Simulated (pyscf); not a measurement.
Structures and frequencies: ωB97X-D3(BJ)/def2-SVP in PySCF. MP2 and CC: frozen core, UHF for open shells. ΔMP2 is the change of the MP2 total energy from the triple- to the quadruple-zeta basis.

Estimate the classical barrier height and the reaction energy of hydrogen chloride (HCl) + H₂N–Ge:–Cl [singlet] -> Cl–Ge:–Cl [singlet] + ammonia (NH₃) at CCSD(T)/def2-TZVPP. The step runs on the singlet surface, breaks Cl–H, Ge–N and forms Cl–Ge, H–N; take the separated reactants as zero.

ΔE‡ = 1.5 kcal/mol, ΔE = -9.6 kcal/mol. CCSD(T)/def2-TZVPP + ΔMP2(QZVPP) gives 1.1 kcal/mol and -10.3 kcal/mol. Zero-point energy shifts the barrier by +0.8 kcal/mol. It is a four-centre exchange, with an imaginary mode of 310i cm⁻¹. On the reactant side the descent ends in a complex, 4.0 kcal/mol under the separated species and 1.9 kcal/mol under the saddle at ωB97X-D3(BJ)/def2-TZVP. On the product side the descent ends in an adduct with a Ge–N contact, 24.0 kcal/mol under the separated species and 34.4 kcal/mol under the saddle at ωB97X-D3(BJ)/def2-TZVP. What is counted as broken (Ge–N) persists as a longer contact in the product adduct; parting that adduct is a step of its own. At ωB97X-D3(BJ)/def2-TZVP the barrier from the zero used here is -2.1 kcal/mol. This is the saddle that the search found; another between the same sides may lie lower. The CCSD(T) − MP2 part came from Ansatz, without density fitting, on the same reference. The frozen core leaves the outer d or s,p core shells of the metals and heavy elements correlated in the MP2 and CC values, and def2-TZVPP describes them poorly, which can shift differences by a few kcal/mol. Elements up to Kr have no core potential and no relativistic terms here.
